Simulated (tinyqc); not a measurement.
ROHF in the sto-3g basis, for NH3+, spin multiplicity 2, step by step (part 2 of 3). Computed by tinyqc, a small Python program that keeps every step (integrals from PySCF). Command: `OMP_NUM_THREADS=1 python tinyqc.py 25850 25851 out.jsonl` (the two numbers bound the seeds that draw the settings). One thread of a shared host (Intel(R) Xeon(R) Processor @ 2.60GHz), about 0.1 s of CPU time with the checks.

Geometry (angstrom):
```
atom        x        y       z
N      0.0000   0.0000  0.5340
H      1.1960   0.0000  0.0000
H     -0.5980   1.0360  0.0000
H     -0.5980  -1.0360  0.0000
```

## Iteration 1: building the Fock matrix

D(alpha) at the start:
```
          1N 1s    1N 2s   1N 2px   1N 2py   1N 2pz    2H 1s    3H 1s    4H 1s
1N 1s    1.0651  -0.2873   0.0000   0.0000   0.0163   0.0288   0.0288   0.0288
1N 2s   -0.2873   1.2645   0.0000   0.0000  -0.0914  -0.1234  -0.1233  -0.1233
1N 2px   0.0000   0.0000   1.1056   0.0000   0.0000  -0.1474   0.0737   0.0737
1N 2py   0.0000   0.0000   0.0000   1.1056   0.0000   0.0000  -0.1277   0.1277
1N 2pz   0.0163  -0.0914   0.0000   0.0000   1.0394   0.0628   0.0627   0.0627
2H 1s    0.0288  -0.1234  -0.1474   0.0000   0.0628   0.0345   0.0050   0.0050
3H 1s    0.0288  -0.1233   0.0737  -0.1277   0.0627   0.0050   0.0345   0.0050
4H 1s    0.0288  -0.1233   0.0737   0.1277   0.0627   0.0050   0.0050   0.0345
```

D(beta) at the start:
```
          1N 1s    1N 2s   1N 2px   1N 2py   1N 2pz    2H 1s    3H 1s    4H 1s
1N 1s    1.0591  -0.2614   0.0000   0.0000   0.0895   0.0302   0.0302   0.0302
1N 2s   -0.2614   1.1528   0.0000   0.0000  -0.4077  -0.1294  -0.1293  -0.1293
1N 2px   0.0000   0.0000   1.1056   0.0000  -0.0001  -0.1474   0.0737   0.0737
1N 2py   0.0000   0.0000   0.0000   1.1056   0.0000   0.0000  -0.1277   0.1277
1N 2pz   0.0895  -0.4077  -0.0001   0.0000   0.1442   0.0458   0.0457   0.0457
2H 1s    0.0302  -0.1294  -0.1474   0.0000   0.0458   0.0342   0.0047   0.0047
3H 1s    0.0302  -0.1293   0.0737  -0.1277   0.0457   0.0047   0.0342   0.0047
4H 1s    0.0302  -0.1293   0.0737   0.1277   0.0457   0.0047   0.0047   0.0342
```

core Hamiltonian H = T + V (hartree):
```
           1N 1s    1N 2s   1N 2px   1N 2py   1N 2pz    2H 1s    3H 1s    4H 1s
1N 1s   -25.4071  -5.8462   0.0000   0.0000   0.0116  -0.7308  -0.7305  -0.7305
1N 2s    -5.8462  -7.4644   0.0000   0.0000   0.1438  -1.9981  -1.9975  -1.9975
1N 2px    0.0000   0.0000  -6.1342   0.0000   0.0000  -1.5417   0.7705   0.7705
1N 2py    0.0000   0.0000   0.0000  -6.1342   0.0000   0.0000  -1.3349   1.3349
1N 2pz    0.0116   0.1438   0.0000   0.0000  -6.0800   0.7179   0.7177   0.7177
2H 1s    -0.7308  -1.9981  -1.5417   0.0000   0.7179  -3.7801  -0.5400  -0.5400
3H 1s    -0.7305  -1.9975   0.7705  -1.3349   0.7177  -0.5400  -3.7797  -0.5396
4H 1s    -0.7305  -1.9975   0.7705   1.3349   0.7177  -0.5400  -0.5396  -3.7797
```

nuclear repulsion = 9.249771 hartree

Given earlier and not repeated: Two-electron integrals (ij|kl) in chemists' order.

J_ij = sum D_kl (ij|kl) with D = D(alpha) + D(beta), K_ij = sum D_kl (ik|jl) for each spin; F = H + J - K(s); E = tr D H + tr D J / 2 - 0.5 sum_s tr D(s) K(s) + E_nn.

Coulomb J (hartree):
```
          1N 1s    1N 2s   1N 2px   1N 2py   1N 2pz    2H 1s    3H 1s    4H 1s
1N 1s   15.3308   2.8685   0.0000   0.0000  -0.0206   0.3569   0.3567   0.3567
1N 2s    2.8685   6.9870   0.0000   0.0000  -0.0950   1.7867   1.7861   1.7861
1N 2px   0.0000   0.0000   7.0038   0.0000   0.0000   1.4550  -0.7272  -0.7272
1N 2py   0.0000   0.0000   0.0000   7.0038   0.0000   0.0000   1.2598  -1.2598
1N 2pz  -0.0206  -0.0950   0.0000   0.0000   6.9333  -0.6623  -0.6620  -0.6620
2H 1s    0.3569   1.7867   1.4550   0.0000  -0.6623   3.5531   0.4645   0.4645
3H 1s    0.3567   1.7861  -0.7272   1.2598  -0.6620   0.4645   3.5527   0.4643
4H 1s    0.3567   1.7861  -0.7272  -1.2598  -0.6620   0.4645   0.4643   3.5527
```

exchange K(alpha) (hartree):
```
          1N 1s    1N 2s   1N 2px   1N 2py   1N 2pz    2H 1s    3H 1s    4H 1s
1N 1s    4.2889   0.7446   0.0000   0.0000  -0.0005   0.0985   0.0984   0.0984
1N 2s    0.7446   1.2473   0.0000   0.0000  -0.0011   0.2698   0.2697   0.2697
1N 2px   0.0000   0.0000   1.0285   0.0000   0.0000   0.1643  -0.0821  -0.0821
1N 2py   0.0000   0.0000   0.0000   1.0285   0.0000   0.0000   0.1423  -0.1423
1N 2pz  -0.0005  -0.0011   0.0000   0.0000   1.0292  -0.0728  -0.0727  -0.0727
2H 1s    0.0985   0.2698   0.1643   0.0000  -0.0728   0.1044   0.0525   0.0525
3H 1s    0.0984   0.2697  -0.0821   0.1423  -0.0727   0.0525   0.1043   0.0525
4H 1s    0.0984   0.2697  -0.0821  -0.1423  -0.0727   0.0525   0.0525   0.1043
```

exchange K(beta) (hartree):
```
          1N 1s    1N 2s   1N 2px   1N 2py   1N 2pz    2H 1s    3H 1s    4H 1s
1N 1s    4.2654   0.7148   0.0000   0.0000  -0.0099   0.0941   0.0941   0.0941
1N 2s    0.7148   1.0338   0.0000   0.0000  -0.2658   0.2433   0.2432   0.2432
1N 2px   0.0000   0.0000   0.9747   0.0000   0.0000   0.1585  -0.0792  -0.0792
1N 2py   0.0000   0.0000   0.0000   0.9747   0.0000   0.0000   0.1373  -0.1373
1N 2pz  -0.0099  -0.2658   0.0000   0.0000   0.3366  -0.0818  -0.0818  -0.0818
2H 1s    0.0941   0.2433   0.1585   0.0000  -0.0818   0.0975   0.0477   0.0477
3H 1s    0.0941   0.2432  -0.0792   0.1373  -0.0818   0.0477   0.0975   0.0476
4H 1s    0.0941   0.2432  -0.0792  -0.1373  -0.0818   0.0477   0.0476   0.0975
```

F(alpha) (hartree):
```
           1N 1s    1N 2s   1N 2px   1N 2py   1N 2pz    2H 1s    3H 1s    4H 1s
1N 1s   -14.3653  -3.7223   0.0000   0.0000  -0.0085  -0.4724  -0.4722  -0.4722
1N 2s    -3.7223  -1.7248   0.0000   0.0000   0.0500  -0.4813  -0.4811  -0.4811
1N 2px    0.0000   0.0000  -0.1589   0.0000   0.0000  -0.2511   0.1255   0.1255
1N 2py    0.0000   0.0000   0.0000  -0.1589   0.0000   0.0000  -0.2174   0.2174
1N 2pz   -0.0085   0.0500   0.0000   0.0000  -0.1760   0.1284   0.1284   0.1284
2H 1s    -0.4724  -0.4813  -0.2511   0.0000   0.1284  -0.3314  -0.1279  -0.1279
3H 1s    -0.4722  -0.4811   0.1255  -0.2174   0.1284  -0.1279  -0.3313  -0.1279
4H 1s    -0.4722  -0.4811   0.1255   0.2174   0.1284  -0.1279  -0.1279  -0.3313
```

F(beta) (hartree):
```
           1N 1s    1N 2s   1N 2px   1N 2py  1N 2pz    2H 1s    3H 1s    4H 1s
1N 1s   -14.3418  -3.6925   0.0000   0.0000  0.0009  -0.4681  -0.4679  -0.4679
1N 2s    -3.6925  -1.5112   0.0000   0.0000  0.3146  -0.4547  -0.4546  -0.4546
1N 2px    0.0000   0.0000  -0.1051   0.0000  0.0000  -0.2452   0.1226   0.1226
1N 2py    0.0000   0.0000   0.0000  -0.1051  0.0000   0.0000  -0.2124   0.2124
1N 2pz    0.0009   0.3146   0.0000   0.0000  0.5167   0.1374   0.1374   0.1374
2H 1s    -0.4681  -0.4547  -0.2452   0.0000  0.1374  -0.3245  -0.1231  -0.1231
3H 1s    -0.4679  -0.4546   0.1226  -0.2124  0.1374  -0.1231  -0.3244  -0.1230
4H 1s    -0.4679  -0.4546   0.1226   0.2124  0.1374  -0.1231  -0.1230  -0.3244
```

total energy of this density = -53.359310 hartree

## Iteration 1: Roothaan effective Fock matrix

overlap S:
```
         1N 1s   1N 2s   1N 2px   1N 2py   1N 2pz    2H 1s    3H 1s    4H 1s
1N 1s   1.0000  0.2350   0.0000   0.0000   0.0000   0.0291   0.0291   0.0291
1N 2s   0.2350  1.0000   0.0000   0.0000   0.0000   0.3283   0.3282   0.3282
1N 2px  0.0000  0.0000   1.0000   0.0000   0.0000   0.2983  -0.1491  -0.1491
1N 2py  0.0000  0.0000   0.0000   1.0000   0.0000   0.0000   0.2583  -0.2583
1N 2pz  0.0000  0.0000   0.0000   0.0000   1.0000  -0.1332  -0.1332  -0.1332
2H 1s   0.0291  0.3283   0.2983   0.0000  -0.1332   1.0000   0.1059   0.1059
3H 1s   0.0291  0.3282  -0.1491   0.2583  -0.1332   0.1059   1.0000   0.1058
4H 1s   0.0291  0.3282  -0.1491  -0.2583  -0.1332   0.1059   0.1058   1.0000
```

With projectors Pc = D(beta) S, Po = (D(alpha) - D(beta)) S, Pv = 1 - D(alpha) S, the block xy is Px^T F Py; with Fc = (F(alpha) + F(beta))/2, the blocks are Fc for cc, oo, vv and cv, F(beta) for co and F(alpha) for ov.

effective F (hartree):
```
           1N 1s    1N 2s   1N 2px   1N 2py  1N 2pz    2H 1s    3H 1s    4H 1s
1N 1s   -14.3535  -3.7048   0.0000   0.0000  0.0033  -0.4702  -0.4700  -0.4700
1N 2s    -3.7048  -1.6015   0.0000   0.0000  0.2027  -0.4659  -0.4658  -0.4658
1N 2px    0.0000   0.0000  -0.1320   0.0000  0.0000  -0.2481   0.1240   0.1240
1N 2py    0.0000   0.0000   0.0000  -0.1320  0.0000   0.0000  -0.2149   0.2149
1N 2pz    0.0033   0.2027   0.0000   0.0000  0.1544   0.1385   0.1385   0.1385
2H 1s    -0.4702  -0.4659  -0.2481   0.0000  0.1385  -0.3279  -0.1255  -0.1255
3H 1s    -0.4700  -0.4658   0.1240  -0.2149  0.1385  -0.1255  -0.3278  -0.1254
4H 1s    -0.4700  -0.4658   0.1240   0.2149  0.1385  -0.1255  -0.1254  -0.3278
```

## Iteration 1: diagonalisation and new density

X:
```
              1        2        3        4        5        6        7        8
1N 1s   -0.3775   0.0002   0.0000   0.7095   0.6256  -0.0001   0.0000   0.1748
1N 2s    1.0769  -0.0004   0.0000  -0.2067   0.2589  -0.0001   0.0000   0.4563
1N 2px   0.0004   0.8609   0.0000   0.0000   0.0000   0.6591   0.0000   0.0001
1N 2py   0.0000   0.0000   0.8609   0.0000   0.0000   0.0000   0.6590   0.0000
1N 2pz  -0.3717   0.0001   0.0000  -0.6933   0.6470   0.0000   0.0000  -0.1636
2H 1s   -0.5138  -0.8119   0.0000  -0.1511  -0.1284   0.4657   0.0000   0.3158
3H 1s   -0.5132   0.4063  -0.7032  -0.1511  -0.1285  -0.2329   0.4034   0.3157
4H 1s   -0.5132   0.4063   0.7032  -0.1511  -0.1285  -0.2329  -0.4034   0.3157
```

Diagonalise F' = X^T F X, C = X C', fill 5 alpha and 4 beta electrons from the bottom; D(s) = C_occ C_occ^T. Each column has its largest component positive (the first on a tie).

F' = X^T F X (hartree):
```
         1        2       3        4        5        6        7        8
1  -0.3308   0.0004  0.0000   1.5339   1.4231  -0.0002   0.0000   0.4547
2   0.0004   0.2224  0.0000  -0.0011  -0.0011   0.0899   0.0000  -0.0004
3   0.0000   0.0000  0.2223   0.0000   0.0000   0.0000   0.0899   0.0000
4   1.5339  -0.0011  0.0000  -5.8163  -6.3774   0.0010   0.0000  -2.8247
5   1.4231  -0.0011  0.0000  -6.3774  -6.5672   0.0010   0.0000  -3.0645
6  -0.0002   0.0899  0.0000   0.0010   0.0010  -0.3517   0.0000   0.0005
7   0.0000   0.0000  0.0899   0.0000   0.0000   0.0000  -0.3517   0.0000
8   0.4547  -0.0004  0.0000  -2.8247  -3.0645   0.0005   0.0000  -2.1641
```

orbital energies (hartree): MO1 -14.3629, MO2 -0.7958, MO3 -0.3654, MO4 -0.3654, MO5 0.0052, MO6 0.2361, MO7 0.2361, MO8 0.2752

coefficients C:
```
            MO1      MO2      MO3      MO4      MO5      MO6      MO7      MO8
1N 1s    0.9929  -0.2188   0.0000   0.0000  -0.1822   0.0000   0.0000   0.0298
1N 2s    0.0305   0.7768   0.0000  -0.0001   0.9044   0.0000   0.0000  -0.2355
1N 2px   0.0000   0.0001   0.0000   0.5213  -0.0002   0.0000   0.9506  -0.0012
1N 2py   0.0000   0.0000   0.5213   0.0000   0.0000   0.9506   0.0000   0.0000
1N 2pz  -0.0024  -0.1828   0.0000   0.0000   0.2330   0.0000   0.0013   0.9882
2H 1s   -0.0049   0.1741   0.0000   0.5832  -0.5207   0.0000  -0.7321   0.3187
3H 1s   -0.0049   0.1741   0.5051  -0.2916  -0.5209  -0.6342   0.3664   0.3172
4H 1s   -0.0049   0.1741  -0.5051  -0.2916  -0.5209   0.6342   0.3664   0.3172
```

D(alpha) after iteration 1:
```
          1N 1s    1N 2s   1N 2px   1N 2py   1N 2pz    2H 1s    3H 1s    4H 1s
1N 1s    1.0670  -0.3044   0.0000   0.0000  -0.0049   0.0519   0.0520   0.0520
1N 2s   -0.3044   1.4222  -0.0002   0.0000   0.0686  -0.3359  -0.3360  -0.3360
1N 2px   0.0000  -0.0002   0.2718   0.0000  -0.0001   0.3041  -0.1519  -0.1519
1N 2py   0.0000   0.0000   0.0000   0.2717   0.0000   0.0000   0.2633  -0.2633
1N 2pz  -0.0049   0.0686  -0.0001   0.0000   0.0877  -0.1531  -0.1532  -0.1532
2H 1s    0.0519  -0.3359   0.3041   0.0000  -0.1531   0.6416   0.1315   0.1315
3H 1s    0.0520  -0.3360  -0.1519   0.2633  -0.1532   0.1315   0.6418   0.1316
4H 1s    0.0520  -0.3360  -0.1519  -0.2633  -0.1532   0.1315   0.1316   0.6418
```

D(beta) after iteration 1:
```
          1N 1s    1N 2s   1N 2px   1N 2py   1N 2pz    2H 1s    3H 1s    4H 1s
1N 1s    1.0338  -0.1397   0.0000   0.0000   0.0376  -0.0429  -0.0430  -0.0430
1N 2s   -0.1397   0.6043   0.0000   0.0000  -0.1421   0.1350   0.1351   0.1351
1N 2px   0.0000   0.0000   0.2718   0.0000   0.0000   0.3040  -0.1520  -0.1520
1N 2py   0.0000   0.0000   0.0000   0.2717   0.0000   0.0000   0.2633  -0.2633
1N 2pz   0.0376  -0.1421   0.0000   0.0000   0.0334  -0.0318  -0.0318  -0.0318
2H 1s   -0.0429   0.1350   0.3040   0.0000  -0.0318   0.3704  -0.1397  -0.1397
3H 1s   -0.0430   0.1351  -0.1520   0.2633  -0.0318  -0.1397   0.3705  -0.1397
4H 1s   -0.0430   0.1351  -0.1520  -0.2633  -0.0318  -0.1397  -0.1397   0.3705
```

## Iteration 2: building the Fock matrix

As before.

Coulomb J (hartree):
```
          1N 1s    1N 2s   1N 2px   1N 2py   1N 2pz    2H 1s    3H 1s    4H 1s
1N 1s   12.9808   2.3472   0.0000   0.0000  -0.0225   0.2925   0.2924   0.2924
1N 2s    2.3472   5.7347   0.0000   0.0000  -0.2059   1.5792   1.5788   1.5788
1N 2px   0.0000   0.0000   5.7595   0.0000   0.0000   1.3352  -0.6674  -0.6674
1N 2py   0.0000   0.0000   0.0000   5.7595   0.0000   0.0000   1.1562  -1.1562
1N 2pz  -0.0225  -0.2059   0.0000   0.0000   5.6642  -0.6354  -0.6351  -0.6351
2H 1s    0.2925   1.5792   1.3352   0.0000  -0.6354   3.6907   0.4355   0.4355
3H 1s    0.2924   1.5788  -0.6674   1.1562  -0.6351   0.4355   3.6905   0.4353
4H 1s    0.2924   1.5788  -0.6674  -1.1562  -0.6351   0.4355   0.4353   3.6905
```

exchange K(alpha) (hartree):
```
          1N 1s    1N 2s   1N 2px   1N 2py   1N 2pz    2H 1s    3H 1s    4H 1s
1N 1s    4.2377   0.6684   0.0000   0.0000  -0.0033   0.0879   0.0878   0.0878
1N 2s    0.6684   0.9750   0.0000   0.0000  -0.0503   0.3050   0.3049   0.3049
1N 2px   0.0000   0.0000   0.6086   0.0000  -0.0001   0.3084  -0.1541  -0.1541
1N 2py   0.0000   0.0000   0.0000   0.6086   0.0000   0.0000   0.2671  -0.2671
1N 2pz  -0.0033  -0.0503  -0.0001   0.0000   0.3798  -0.1525  -0.1524  -0.1524
2H 1s    0.0879   0.3050   0.3084   0.0000  -0.1525   0.6503   0.0956   0.0956
3H 1s    0.0878   0.3049  -0.1541   0.2671  -0.1524   0.0956   0.6503   0.0955
4H 1s    0.0878   0.3049  -0.1541  -0.2671  -0.1524   0.0956   0.0955   0.6503
```

exchange K(beta) (hartree):
```
          1N 1s    1N 2s   1N 2px   1N 2py   1N 2pz    2H 1s    3H 1s    4H 1s
1N 1s    4.2043   0.6712   0.0000   0.0000  -0.0014   0.0857   0.0857   0.0857
1N 2s    0.6712   0.8106   0.0000   0.0000  -0.1949   0.3244   0.3244   0.3244
1N 2px   0.0000   0.0000   0.5638   0.0000   0.0000   0.3003  -0.1501  -0.1501
1N 2py   0.0000   0.0000   0.0000   0.5638   0.0000   0.0000   0.2600  -0.2600
1N 2pz  -0.0014  -0.1949   0.0000   0.0000   0.2207  -0.1111  -0.1111  -0.1111
2H 1s    0.0857   0.3244   0.3003   0.0000  -0.1111   0.5197   0.0601   0.0601
3H 1s    0.0857   0.3244  -0.1501   0.2600  -0.1111   0.0601   0.5196   0.0601
4H 1s    0.0857   0.3244  -0.1501  -0.2600  -0.1111   0.0601   0.0601   0.5196
```

F(alpha) (hartree):
```
           1N 1s    1N 2s   1N 2px   1N 2py   1N 2pz    2H 1s    3H 1s    4H 1s
1N 1s   -16.6640  -4.1675   0.0000   0.0000  -0.0076  -0.5262  -0.5260  -0.5260
1N 2s    -4.1675  -2.7047   0.0000   0.0000  -0.0118  -0.7239  -0.7237  -0.7237
1N 2px    0.0000   0.0000  -0.9833   0.0000   0.0001  -0.5149   0.2573   0.2573
1N 2py    0.0000   0.0000   0.0000  -0.9832   0.0000   0.0000  -0.4458   0.4458
1N 2pz   -0.0076  -0.0118   0.0001   0.0000  -0.7957   0.2351   0.2350   0.2350
2H 1s    -0.5262  -0.7239  -0.5149   0.0000   0.2351  -0.7397  -0.2000  -0.2000
3H 1s    -0.5260  -0.7237   0.2573  -0.4458   0.2350  -0.2000  -0.7395  -0.1999
4H 1s    -0.5260  -0.7237   0.2573   0.4458   0.2350  -0.2000  -0.1999  -0.7395
```

F(beta) (hartree):
```
           1N 1s    1N 2s   1N 2px   1N 2py   1N 2pz    2H 1s    3H 1s    4H 1s
1N 1s   -16.6307  -4.1702   0.0000   0.0000  -0.0095  -0.5240  -0.5238  -0.5238
1N 2s    -4.1702  -2.5403  -0.0001   0.0000   0.1328  -0.7434  -0.7431  -0.7431
1N 2px    0.0000  -0.0001  -0.9384   0.0000   0.0000  -0.5067   0.2533   0.2533
1N 2py    0.0000   0.0000   0.0000  -0.9384   0.0000   0.0000  -0.4388   0.4388
1N 2pz   -0.0095   0.1328   0.0000   0.0000  -0.6365   0.1937   0.1936   0.1936
2H 1s    -0.5240  -0.7434  -0.5067   0.0000   0.1937  -0.6091  -0.1645  -0.1645
3H 1s    -0.5238  -0.7431   0.2533  -0.4388   0.1936  -0.1645  -0.6088  -0.1644
4H 1s    -0.5238  -0.7431   0.2533   0.4388   0.1936  -0.1645  -0.1644  -0.6088
```

total energy of this density = -54.485378 hartree

## Iteration 2: Roothaan effective Fock matrix

As before.

effective F (hartree):
```
           1N 1s    1N 2s   1N 2px   1N 2py   1N 2pz    2H 1s    3H 1s    4H 1s
1N 1s   -16.6473  -4.1702   0.0000   0.0000  -0.0094  -0.5242  -0.5240  -0.5240
1N 2s    -4.1702  -2.6068   0.0000   0.0000   0.0600  -0.7389  -0.7386  -0.7386
1N 2px    0.0000   0.0000  -0.9608   0.0000   0.0001  -0.5108   0.2553   0.2553
1N 2py    0.0000   0.0000   0.0000  -0.9608   0.0000   0.0000  -0.4423   0.4423
1N 2pz   -0.0094   0.0600   0.0001   0.0000  -0.7426   0.2294   0.2293   0.2293
2H 1s    -0.5242  -0.7389  -0.5108   0.0000   0.2294  -0.6810  -0.1889  -0.1889
3H 1s    -0.5240  -0.7386   0.2553  -0.4423   0.2293  -0.1889  -0.6808  -0.1888
4H 1s    -0.5240  -0.7386   0.2553   0.4423   0.2293  -0.1889  -0.1888  -0.6808
```

## Iteration 2: DIIS over 2 matrices

error matrix X^T (FDS - SDF) X:
```
         1        2       3        4        5        6        7        8
1   0.0000   0.0000  0.0000  -0.1329   0.3399  -0.0002   0.0000  -0.2093
2   0.0000   0.0000  0.0000   0.0001  -0.0002  -0.5865   0.0000   0.0000
3   0.0000   0.0000  0.0000   0.0000   0.0000   0.0000  -0.5865   0.0000
4   0.1329  -0.0001  0.0000   0.0000   0.0560   0.0000   0.0000   0.0108
5  -0.3399   0.0002  0.0000  -0.0560   0.0000   0.0000   0.0000  -0.0255
6   0.0002   0.5865  0.0000   0.0000   0.0000   0.0000   0.0000   0.0000
7   0.0000   0.0000  0.5865   0.0000   0.0000   0.0000   0.0000   0.0000
8   0.2093   0.0000  0.0000  -0.0108   0.0255   0.0000   0.0000   0.0000
```

B (overlaps of the stored error matrices):
```
                1               2
1   2.5779482e+00  -1.7413389e+00
2  -1.7413389e+00   1.7376880e+00
```

Minimise |sum c_i e_i|^2 with sum c_i = 1: solve [B -1; -1 0][c; lambda] = [0; -1] with B_ij = tr e_i^T e_j, and take F = sum c_i F_i.

DIIS coefficients: 0.4461  0.5539

extrapolated F (hartree):
```
           1N 1s    1N 2s   1N 2px   1N 2py   1N 2pz    2H 1s    3H 1s    4H 1s
1N 1s   -15.6240  -3.9626   0.0000   0.0000  -0.0037  -0.5001  -0.4999  -0.4999
1N 2s    -3.9626  -2.1583   0.0000   0.0000   0.1237  -0.6171  -0.6169  -0.6169
1N 2px    0.0000   0.0000  -0.5911   0.0000   0.0000  -0.3936   0.1967   0.1967
1N 2py    0.0000   0.0000   0.0000  -0.5910   0.0000   0.0000  -0.3408   0.3408
1N 2pz   -0.0037   0.1237   0.0000   0.0000  -0.3424   0.1889   0.1888   0.1888
2H 1s    -0.5001  -0.6171  -0.3936   0.0000   0.1889  -0.5234  -0.1606  -0.1606
3H 1s    -0.4999  -0.6169   0.1967  -0.3408   0.1888  -0.1606  -0.5233  -0.1605
4H 1s    -0.4999  -0.6169   0.1967   0.3408   0.1888  -0.1606  -0.1605  -0.5233
```
